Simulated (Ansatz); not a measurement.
**HO radical: how energies converge with the basis set**

One table from this session's results is given with a row withheld; the runs are named, their logs left out.

Method: one geometry, several basis sets; program: Ansatz 0.2.0, Gaussian basis.

Plan: PBE0-D4/def2-SVP; ωB97M-V/def2-SVP; PBE0-D4/def2-QZVPP; ωB97M-V/def2-QZVPP; CCSD(T)/cc-pV(D+d)Z; CCSD(T)/cc-pV(T+d)Z; CCSD(T)/cc-pV(Q+d)Z; the functionals' def2-TZVPP values are taken from earlier runs.

## The geometry

An earlier PBE0-D4 in a triple-zeta def2 set relaxation fixed the geometry.

SMILES `[OH]`, 2 atoms, charge 0, spin multiplicity 2.

Atoms are counted from 1 here; the program's logs count them from 0.

Bond lengths: O1–H2 0.973 Å.

Set-up of the first run:

Contents of in.yaml:

```yaml
crystal:
  periodic: [false, false, false]
  atoms:
    - {symbol: O, position_ang: [0.415884, -0.133147, 0.214552]}
    - {symbol: H, position_ang: [-0.415884, 0.133147, -0.214552]}
basis:
  gaussian: {orbitals: def2-SVP}
magnetization: {spin_polarized: true, initial_magnetization: 1}
hamiltonian: {xc: pbe0, dispersion: d4}
output: {orbitals: {seedname: orbitals}}
```

Started as:

```sh
$ ansatz run in.yaml --threads 2 --pin off --events-out ev --progress --plain --max-ram 32768MiB --backend cpu
```

Among the steps run: PBE0-D4 in def2-SVP; ωB97M-V in def2-SVP; PBE0-D4 in def2-QZVPP; ωB97M-V in def2-QZVPP.

One of the session's tables, all rows but one given; the rest of the session is left out.

It belongs to the step «Functionals by basis». 

```
functional       basis  HOMO (eV)  LUMO (eV)
   PBE0-D4    def2-SVP      -8.55      -3.51
   PBE0-D4  def2-TZVPP          ?          ?
   PBE0-D4  def2-QZVPP      -9.19      -4.24
   ωB97M-V    def2-SVP     -11.07      -1.06
   ωB97M-V  def2-TZVPP     -11.64      -1.80
   ωB97M-V  def2-QZVPP     -11.74      -1.96
```

Estimate the missing values for PBE0-D4, def2-TZVPP.

The run gave: HOMO (eV): -9.10; LUMO (eV): -4.12. In the column «HOMO (eV)» it lies between PBE0-D4, def2-QZVPP (-9.19) and PBE0-D4, def2-SVP (-8.55).
